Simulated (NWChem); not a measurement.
# Ionisation of CH3S

```
C
H 1 1.1002
H 1 1.1007 2 110.47
H 1 1.1048 2 107.71 3 116.73
S 1 1.7881 2 112.55 4 117.33
```
Charge 0, spin multiplicity 2.

The numbers come from NWChem runs, not from measurements. Structure: optimised with UPBE0/def2-SVP, a minimum by its harmonic frequencies.

Basis set: def2-TZVP. −ε marks an orbital energy of the parent.

B3LYP has NWChem's definition, with VWN1-RPA local correlation. The structure started from a generated list of species. The stability of the SCF solutions was not checked. Open-shell Hartree-Fock references start from PBE0 orbitals.

For the first vertical ionisation energy, −ε(beta HOMO) of PBE0 gives 6.59 eV and −ε(beta HOMO) of B3LYP gives 6.37 eV. What do −ε(beta HOMO) of PBE, G0W0@HF, −ε(beta HOMO) of TPSS give?

−ε(beta HOMO) of PBE: 5.32 eV; G0W0@HF: 9.42 eV; −ε(beta HOMO) of TPSS: 5.47 eV.
